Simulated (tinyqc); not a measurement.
Starting guesses with plain Roothaan steps: SCF starting guesses in the sto-6g basis, for H2O, spin multiplicity 1. Computed by the program tinyqc with PySCF. 

Geometry (angstrom):

| atom | x | y | z |
|---|---|---|---|
| O | 0.0000 | 0.0000 | 0.0000 |
| H | 0.0000 | 0.7350 | 0.5370 |
| H | 0.0000 | -0.7350 | 0.5370 |

lowest restricted solution found by these runs and by PySCF = -75.665530 hartree

RHF with one setting changed at a time; a run stops when the energy changes by less than 1e-09 hartree and the error matrix is below 1e-5. Starts: the lowest orbitals of the core Hamiltonian, of the Wolfsberg-Helmholz matrix (K = 1.75), projected atomic densities, random orbitals, and the highest orbitals of the core Hamiltonian (a deliberately bad start).

Largest element of the error matrix X^T (FDS - SDF) X:

| iteration | core | Wolfsberg-Helmholz | atomic densities | random | highest core orbitals |
|---|---|---|---|---|---|
| 1 | 7.4e-01 | 4.5e-01 | 1.4e+00 | 1.4e+01 | 3.8e-01 |
| 2 | 5.5e-02 | 9.9e-02 | 1.8e-01 | 5.0e-01 | 7.5e-01 |
| 3 | 1.7e-02 | 3.6e-02 | 1.9e-02 | 7.3e-02 | 3.1e-02 |
| 4 | 5.9e-03 | 1.3e-02 | 3.6e-03 | 3.3e-02 | 4.5e-03 |
| 5 | 2.2e-03 | 4.7e-03 | 9.5e-04 | 1.5e-02 | 1.8e-03 |
| 6 | 8.9e-04 | 1.8e-03 | 2.3e-04 | 7.0e-03 | 7.6e-04 |
| 8 | 1.5e-04 | 3.0e-04 | 1.5e-05 | 1.5e-03 | 1.3e-04 |
| 10 | 2.6e-05 | 5.2e-05 | - | 3.2e-04 | 2.4e-05 |
| 14 | - | - | - | 1.5e-05 | - |

How each run ends:

| run | iterations | E (hartree) | state |
|---|---|---|---|
| core | 12 | -75.665530 | lowest found |
| Wolfsberg-Helmholz | 12 | -75.665530 | lowest found |
| atomic densities | 9 | -75.665530 | lowest found |
| random | 15 | -75.665530 | lowest found |
| highest core orbitals | 12 | -75.665530 | lowest found |

5 of 5 runs reach the lowest restricted solution found, in 9 to 15 iterations (fastest: atomic densities). The first errors are 7e-01, 5e-01, 1e+00, 1e+01, 4e-01; the deliberately bad start has the smallest one, so a small first error does not mark a good start.
